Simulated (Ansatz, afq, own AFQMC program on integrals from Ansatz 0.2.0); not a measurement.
# AlNH, quartet: AFQMC among the cluster methods

```xyz
3

Al    0.0000   -0.1169    0.6897
N     0.0000    0.1201   -1.4406
H     0.0000    1.4606    1.5581
```

Connectivity, by distances: AlH–N.

Basis cc-pVDZ. Only valence electrons are correlated. Ansatz 0.2.0 and our own AFQMC program on the same integrals; the CISD trial comes from CCSD amplitudes, and released means the phaseless constraint is let go. Free AFQMC starts from the CCSD state and is never constrained. Its projection time is finite, and what remains of the start isn't in its error. Error bars are statistical, one sigma.

Determinant: ROHF, the one that the program's search chose, which needn't be the lowest solution. The geometry is a point of a scan.

No full CI on the walks' own integrals is used here; CCSDT(Q) serves as the reference and is uncertain by about the last step of the cluster series.

Cautions: lower spins were not checked; higher spins were not checked; a spin-contaminated unrestricted determinant lies lower (UHF 340 meV lower, ⟨S²⟩ 3.84); raised T1 diagnostic (T1 0.046, weight of the determinant 0.87, largest double 0.04).

```
T1 diagnostic                               : 0.0465
weight of the determinant in the CISD state : 0.871
size of the correlated space                : 9 electrons in 31 orbitals
```

Reference: CCSDT(Q), correlation energy -5.228 eV. The released energy is read at 2.40 1/Eh (meV from the phaseless value at times in 1/Eh: -2 ± 8 at 0.24, -3 ± 11 at 0.51, -19 ± 10 at 0.99, -19 ± 12 at 1.62, -39 ± 14 at 2.40).

```
         level  E − E(reference) (meV)  share of correlation (%)
            HF                  5228.1                      0.00
           MP2                  1099.5                     78.97
          CCSD                   183.0                     96.50
       CCSD(T)                    45.8                     99.12
         CCSDT                    10.6                     99.80
   ph-AFQMC/HF             89.5 ± 47.3                     98.29
 ph-AFQMC/CISD             19.9 ± 11.3                     99.62
released AFQMC            -18.7 ± 14.3                    100.36
    free AFQMC             22.2 ± 22.6                     99.58
```

Free projections are given only where their last times agree within the noise and don't stop above the reference; a slow remainder of the start can still hide under it. A walk keeps the symmetry of its determinant, which the program's search chose and which needn't be the lowest solution, so a lower state of the same spin and another symmetry isn't excluded. Released energies are given only where the last usable release times agree within the noise; a slower fall can still hide under it.
